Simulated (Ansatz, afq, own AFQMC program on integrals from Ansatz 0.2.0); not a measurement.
AFQMC on a folder of integrals that Ansatz 0.2.0 wrote.

```yaml
crystal:
  periodic: [false, false, false]
  atoms:
    - {symbol: Ga, position_ang: [0.000000, 0.000000, 0.000000]}
basis:
  gaussian: {orbitals: 6-31G}
magnetization: {spin_polarized: true, initial_magnetization: 1}
correlation: {method: ccsd_t, electrons: outside_noble_gas, hamiltonian_folder: ham}
```

```sh
$ ansatz run in.yaml --threads 1 --pin off --events-out ev --progress --plain --max-ram 16896MiB --backend cuda --devices 0, --max-vram 18GiB
```

Options of the walk:

```
--method phaseless --trial cisd --walkers 4000 --populations 20 --least-time 60 --time-step 0.005 --steps-per-block 50 --equilibration-blocks 28 --max-blocks 4000 --target-error 7e-05 --factor-cut 1e-05 --start spin_pure --seed 8309 --release-times 0.24,0.5,1,1.5 --release-step 0.02 --release-every 3 --taylor-order 6
```

Times are imaginary, in 1/Eh. The walk had a cap of 122 s. With eight or more populations the least sampling time is a fifth of least-time, and the error comes from their spread. Filled inner d shells are frozen with the cores.

Output of the walk:

```
orbitals 15  electrons 2 1  factors 86 of 198
reference energy -1922.89567005 Eh
CCSD correlation -0.02904955 Eh in 9 cycles, weight of the determinant in the CISD state 0.9581
energy of the start -1922.924716 Eh
 block  time / (1/Eh)  mean weight  energy / Eh
     1     0.250  1.0000  -1922.924718
     2     0.500  0.9999  -1922.924725
     3     0.750  1.0000  -1922.924734
     4     1.000  1.0000  -1922.924742
     5     1.250  1.0000  -1922.924749
    10     2.500  1.0000  -1922.924780
    15     3.750  0.9999  -1922.924799
    20     5.000  1.0000  -1922.924801
    25     6.250  1.0000  -1922.924828
    30     7.500  1.0000  -1922.924818
    35     8.750  1.0000  -1922.924833
    40    10.000  1.0001  -1922.924827
    45    11.250  1.0000  -1922.924816
    50    12.500  1.0001  -1922.924820
    55    13.750  1.0001  -1922.924804
    58    14.500  1.0000  -1922.924085
    60    15.000  0.9999  -1922.924822
    65    16.250  1.0000  -1922.924817
    70    17.500  1.0000  -1922.924800
    75    18.750  1.0000  -1922.924804
    78    19.500  1.0001  -1922.924805
error from the spread of 20 populations
released: time / (1/Eh)  energy / Eh  error  mean overlap
  0.24  -1922.924815  0.000002  1.0000
  0.50  -1922.924809  0.000006  0.9991
  1.00  -1922.924817  0.000002  0.9980
  1.50  -1922.924824  0.000007  1.0000
energy -1922.924801 +/- 0.000014 Eh
(rows thinned)
```

The run passed its tests (sampling time, drift between the halves within three errors, error under three times the target), which doesn't prove that it has relaxed.

Against this walk (error 0.4 meV) on the same determinant: CCSD(T) 0.0 meV higher (within the noise), full CI 0.8 meV lower. The error is statistical and leaves out the bias of the constraint. Released to 1.50 1/Eh the energy moves by -0.6 ± 0.4 meV (both errors), within twice the noise.

Cautions: constraint bias not in the error; no relativity below Rb; no spin-orbit coupling; inner d shell frozen.

The walk took 22 s on 1 × NVIDIA H100 80GB HBM3 with 2 threads of AMD EPYC 7R13 Processor (Zen 3) (shared host) (the card was shared). The log's last line is the phaseless energy.

A walk keeps the symmetry of its determinant, which the program's search chose and which needn't be the lowest solution, so a lower state of the same spin and another symmetry isn't excluded.
